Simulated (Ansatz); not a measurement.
Basis-set extrapolation for H$_{2}$N−, SMILES `[NH2-]` (PBE0-D4/def2-TZVPD geometry, frozen core, Ansatz). Multiplicity 1, RHF reference.

```json
{"": "HF", "def2-TZVPPD": "-55.545690", "def2-QZVPPD": "-55.550061"}
{"": "MP2 correlation", "def2-TZVPPD": "-0.253623", "def2-QZVPPD": "-0.270067"}
{"": "CCSD(T) correlation", "def2-TZVPPD": "-0.269365", "def2-QZVPPD": "-0.283664"}
```

Energies in hartree. Use E(X) = E(∞) + A·exp(−7.88·√X) for Hartree–Fock and E(X) = E(∞) + B·X^(−2.97) for correlation, with X = 3 and 4.

Problem. What is the CCSD(T) energy at the basis-set limit?

Solution. HF limit: -55.550061 + (-0.004371) × 0.13774 = -55.55066. Correlation limit: -0.283664 + (-0.014299) × 0.74074 = -0.29426. Total: -55.84492 hartree, 0.81 eV below CCSD(T)/def2-TZVPPD.
